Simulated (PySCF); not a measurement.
Protonated nitrogen molecule, N2H (charge +1).
SMILES: `[NH+]#N`

Computed with PBE0-D3(BJ)/def2-TZVP geometry optimisation, gas phase (PySCF).

Masses are those of the commonest isotopes; rigid-rotor values at the optimised geometry. 

What are the moment of inertia and the rotational constant?

I = 10.657 u·Å², B = 505379 MHz·u·Å²/I = 47423 MHz (1.5819 cm⁻¹, or 2.276 K as hB/k).

List the first levels of a rigid rotor in a Σ state.

E(J) = BJ(J+1): J = 1: 3.164, J = 2: 9.491, J = 3: 18.982, J = 4: 31.637, J = 5: 47.456, J = 6: 66.439 cm⁻¹.

Where do the first rotational lines fall?

The dipole is 3.37 D (about the centre of mass, as the species is charged); J+1 ← J lies at 2B(J+1): 1 ← 0 at 94.85 GHz, 2 ← 1 at 189.69 GHz, 3 ← 2 at 284.54 GHz, 4 ← 3 at 379.39 GHz, 5 ← 4 at 474.23 GHz, 6 ← 5 at 569.08 GHz.

Estimate the classical rotational partition function at 25 K, 50 K and 100 K.

Point group C∞v, symmetry number σ = 1; q = kT/(σhB), k/h = 20836.6 MHz/K: 11.0 at 25 K, 22.0 at 50 K, 43.9 at 100 K.

No PBE0-D3(BJ)/def2-TZVP frequencies stand behind this structure, so it isn't proved a minimum. Geometry: PBE0-D3(BJ)/def2-TZVP; no solvent, vibrations or thermal averaging. Constants of a rigid frame at the computed geometry: no zero-point averaging, no centrifugal distortion.
